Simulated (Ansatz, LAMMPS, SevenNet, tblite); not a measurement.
**Ladder of methods for the lattice parameter a of rock-salt CdO**

Reference value: 4.696 Å (measured, temperature not stated, not corrected to a static lattice; as tabulated in Gopal et al. (2015), doi:10.1103/physrevb.91.245202).

### Question
What do ionic model lewis1985a, IPEA1-xTB, SevenNet-0, LDA, PBE, PBE-D4, HSE06 give, and how far is each from the reference?

### Answer

```tsv
level (code)	value (Å)	difference (%)
ionic model lewis1985a (rigid ions, LAMMPS)	4.689	-0.15
IPEA1-xTB (tblite)	4.458	-5.07
SevenNet-0 (SevenNet)	4.783	+1.85
LDA (Ansatz)	4.634	-1.32
PBE (Ansatz)	4.768	+1.53
PBE-D4 (Ansatz)	4.727	+0.66
HSE06 (Ansatz)	4.706	+0.21
```

Leaving aside ionic model lewis1985a, IPEA1-xTB, which can be fitted to such values or carry a doubt: The reference's temperature isn't stated, so close values are not ranked against it. Off by more than 1.25 % (a bound picked here): SevenNet-0 (+1.85 %), LDA (-1.32 %), PBE (+1.53 %).

The measured value isn't corrected to a static lattice, so vibrations enter the comparison. A static lattice is as a rule a little smaller than the measured one.  IPEA1-xTB: this parameter set was refitted to ionisation energies, not structures. IPEA1-xTB: the run uses a supercell at the zone centre in place of a k mesh. Cutoffs and k meshes differ between the levels. Ansatz's density-functional and Hartree–Fock values are scalar-relativistic unless marked +SOC, with PAW data made under PBE.

Empirical potentials (ionic model lewis1985a) are fitted to chosen data, which need not cover the solid at hand: agreement can be built in, and what lay outside the fit can be far off. Machine-learned potentials (SevenNet-0) are trained on DFT data, which may include these solids.

Differences are worked out from the printed values.

Ansatz is a program for electronic structure.
